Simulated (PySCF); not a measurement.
**One shape, several levels: quartet AlO**

Wanted: a comparison of 6 runs (U-revPBE/def2-TZVPPD, UB3LYP/def2-TZVPPD, UBHLYP/def2-TZVPPD, UBLYP/def2-TZVPPD, UTPSS/def2-TZVPPD, UCCSD(T)/def2-TZVPPD) of quartet AlO. Input form: a Python script.

The results are computed with PySCF 2.14.0.

2 further runs of the same task are left out: 2 set aside as unsound or not needed.

## Step 1: The system as given

AlO: 2 atoms, total charge 0, spin state quartet. As SMILES of the parent species, `[O]=[Al]`. Geometry: a GFN2-xTB relaxation, a rough one for these elements and not checked as a minimum. That shape belongs to the parent species and isn't relaxed for this state.

Bond lengths: O1–Al2 1.570 Å.

## Step 2: The energy at U-revPBE/def2-TZVPPD (run 1)

input.py reads:

```python
from pyscf import gto, dft

mol = gto.Mole()
mol.atom = '''
O    0.000000   0.000000   0.000000
Al   0.000000   0.000000   1.570050
'''
mol.max_memory = 1860
mol.basis = 'def2-tzvppd'
mol.charge = 0
mol.spin = 3
mol.verbose = 4
mol.build()

myscf = dft.UKS(mol)
myscf.xc = 'revpbe'
myscf.grids.level = 5
myscf.conv_tol = 1e-10
myscf.kernel()
if not myscf.converged:
    myscf = myscf.newton().run(myscf.mo_coeff, myscf.mo_occ)

etot = myscf.e_tot
print('E(%s) = %.9f' % ('REVPBE', etot))
```

Command:

```bash
$ OMP_NUM_THREADS=1 python input.py
```

The log of the run:

```text
PySCF version 2.14.0

[... 55 lines left out ...]
[... the frontier-level lines of each cycle are left out ...]
[... 17 lines left out ...]
[... 17 lines left out ...]
[... 17 lines left out ...]
[... 1 line left out ...]
cycle= 10 E= -317.425885661897  delta_E= -5.2e-10  |g|= 8.99e-06  |ddm|= 7.62e-05


cycle= 11 E= -317.425885661969  delta_E= -7.18e-11  |g|= 2.85e-06  |ddm|= 1.97e-05


Extra cycle  E= -317.425885662038  delta_E= -6.87e-11  |g|= 3.48e-06  |ddm|= 3.38e-05
converged SCF energy = -317.425885662038  <S^2> = 3.7525973  2S+1 = 4.0012984
E(REVPBE) = -317.425885662
```

It took 9.6 s on 1 thread of Arm Neoverse V1, shared host; peak memory 0.41 GiB.

## Step 3: A single-point energy at UB3LYP/def2-TZVPPD (run 2)

job.py reads:

```python
from pyscf import gto, dft

molecule = gto.M(
    atom='''
O      0.000000     0.000000     0.000000
Al     0.000000     0.000000     2.966965
''',
    unit='bohr',
    spin=3,
    verbose=3,
    basis='def2-tzvppd',
    max_memory=1860,
)

mf = dft.UKS(molecule)
mf.xc = 'b3lyp'
mf.conv_tol = 1e-10
mf.grids.level = 5
mf.kernel()
if not mf.converged:
    mf = mf.newton().run(mf.mo_coeff, mf.mo_occ)

e_tot = mf.e_tot
print('E = %.10f Eh' % e_tot)
```

Command:

```bash
$ OMP_NUM_THREADS=1 python job.py
```

The log of the run:

```text
WARN: HOMO -0.053009255191803 >= LUMO -0.454257270683603

WARN: HOMO -0.146127050165113 >= LUMO -0.184538311036922

WARN: HOMO -0.139510672869605 >= LUMO -0.25458377860393

WARN: HOMO -0.133249738601535 >= LUMO -0.228827550689289

WARN: HOMO -0.134907515715867 >= LUMO -0.229666680352132

WARN: HOMO -0.135680485514087 >= LUMO -0.229808143462087

WARN: HOMO -0.136551427153876 >= LUMO -0.228239054468141

WARN: HOMO -0.136582615922173 >= LUMO -0.228328979904276

WARN: HOMO -0.135917136315797 >= LUMO -0.228721561336314

WARN: HOMO -0.13613500161506 >= LUMO -0.228628875602794

WARN: HOMO -0.136087724776857 >= LUMO -0.228654190725969

WARN: HOMO -0.136092473414038 >= LUMO -0.228651668792523

WARN: HOMO -0.136089836132186 >= LUMO -0.228652776856329

converged SCF energy = -317.521317490126  <S^2> = 3.7532604  2S+1 = 4.0016299
E = -317.5213174901 Eh
```

Wall time 11 s (1 thread of Arm Neoverse V1, shared host); peak memory 0.41 GiB.

Run 3 isn't shown in full; the table further down has it.

## Step 4: A single-point energy at UBLYP/def2-TZVPPD (run 4)

calc.py reads:

```python
from pyscf import gto, dft

mol = gto.M(
    atom='O 0.000000 0.000000 0.000000; Al 0.000000 0.000000 1.570050',
    basis='def2-tzvppd',
    spin=3,
    verbose=3,
    max_memory=1860,
)

myscf = dft.UKS(mol)
myscf.xc = 'blyp'
myscf.grids.level = 5
myscf.conv_tol = 1e-10
myscf.kernel()
if not myscf.converged:
    myscf = myscf.newton().run(myscf.mo_coeff, myscf.mo_occ)

e_tot = myscf.e_tot
print('E(%s) = %.9f' % ('BLYP', e_tot))
```

Command:

```bash
$ OMP_NUM_THREADS=1 python calc.py
```

The log of the run:

```text
WARN: HOMO -0.0630761975590887 >= LUMO -0.423837975874119

WARN: HOMO -0.104823596664793 >= LUMO -0.175659353380825

WARN: HOMO -0.101069758081896 >= LUMO -0.30516372525944

WARN: HOMO -0.0991072119445431 >= LUMO -0.285028148686452

WARN: HOMO -0.100774253947238 >= LUMO -0.286222435675372

WARN: HOMO -0.102068869275688 >= LUMO -0.284220448910438

WARN: HOMO -0.10423187197714 >= LUMO -0.283088570596517

WARN: HOMO -0.103914833962212 >= LUMO -0.283165210858752

WARN: HOMO -0.103930210818325 >= LUMO -0.28325028212537

WARN: HOMO -0.103917094888908 >= LUMO -0.283215138675579

WARN: HOMO -0.103927754247767 >= LUMO -0.283227127155445

WARN: HOMO -0.103928367905463 >= LUMO -0.283225794953554

WARN: HOMO -0.103928033340904 >= LUMO -0.283225294894791

converged SCF energy = -317.497813096072  <S^2> = 3.7526874  2S+1 = 4.0013435
E(BLYP) = -317.497813096
```

Wall time 10 s (1 thread of Arm Neoverse V1, shared host); peak memory 0.41 GiB.

Run 5 isn't shown in full; the table further down has it.

## Step 5: A single-point energy at UCCSD(T)/def2-TZVPPD (run 6)

input.py reads:

```python
from pyscf import gto, scf, cc

mol = gto.Mole()
mol.atom = '''
O      0.000000     0.000000     0.000000
Al     0.000000     0.000000     2.966965
'''
mol.basis = 'def2-tzvppd'
mol.unit = 'bohr'
mol.max_memory = 1860
mol.charge = 0
mol.spin = 3
mol.verbose = 3
mol.build()

myscf = scf.UHF(mol)
myscf.conv_tol = 1e-10
myscf.kernel()
if not myscf.converged:
    myscf = myscf.newton().run(myscf.mo_coeff, myscf.mo_occ)

mycc = cc.CCSD(myscf, frozen=6)
mycc.kernel()
e_t = mycc.ccsd_t()
e_tot = mycc.e_tot + e_t
print(f'total energy: {e_tot:.8f} hartree')
```

Command:

```bash
$ OMP_NUM_THREADS=1 python input.py
```

The log of the run:

```text
WARN: HOMO 0.0321610516480818 >= LUMO -0.502962924095697

converged SCF energy = -316.705445931788  <S^2> = 3.7568271  2S+1 = 4.0034121
E(UCCSD) = -316.9309976481522  E_corr = -0.2255517163644788
UCCSD(T) correction = -0.0073307239203611
total energy: -316.93832837 hartree
```

Run time: 48 s. Hardware: 1 thread of Arm Neoverse V1, shared host; peak memory 2.1 GiB.

## Step 6: All runs side by side

```
run                 level  integration grid  frozen core orbitals  energy (Eh)  dipole moment (D) of the reference  HOMO energy (eV)   ⟨S²⟩  wall time
  1  U-revPBE/def2-TZVPPD                 5                     –  -317.425886                                0.72             -3.08  3.753      9.6 s
  2    UB3LYP/def2-TZVPPD                 5                     –  -317.521317                                0.93             -3.70  3.753       11 s
  3    UBHLYP/def2-TZVPPD                 5                     –  -317.477389                                1.08             -4.64  3.755       13 s
  4     UBLYP/def2-TZVPPD                 5                     –  -317.497813                                0.79             -2.83  3.753       10 s
  5     UTPSS/def2-TZVPPD                 5                     –  -317.528663                                0.72             -3.14  3.753       24 s
  6  UCCSD(T)/def2-TZVPPD                 –                     6  -316.938328                                1.12             -6.40  3.757       48 s
```

## Step 7: Summary of results

```
                                                         quantity          value
                                              run 6: total energy  -316.93833 Eh
                      run 6: dipole moment (Hartree–Fock density)         1.12 D
run 6: HOMO energy (Hartree–Fock orbitals) (highest over α and β)       -6.40 eV
 run 6: LUMO energy (Hartree–Fock orbitals) (lowest over α and β)       -0.49 eV
               run 6: correlation energy (6 core orbitals frozen)     -232.9 mEh
                                            run 6: (T) correction      -7.33 mEh
                         run 6: ⟨S²⟩ of the reference determinant          3.757
                                             run 6: T1 diagnostic          0.017
```

What this shows: Over runs 1, 2, 3, 4, 5 the dipole moment (its size) runs from 0.72 D (UTPSS/def2-TZVPPD) to 1.08 D (UBHLYP/def2-TZVPPD). Totals of different functionals can't be ranked against each other. All runs together took 1.9 min, the longest 48 s.
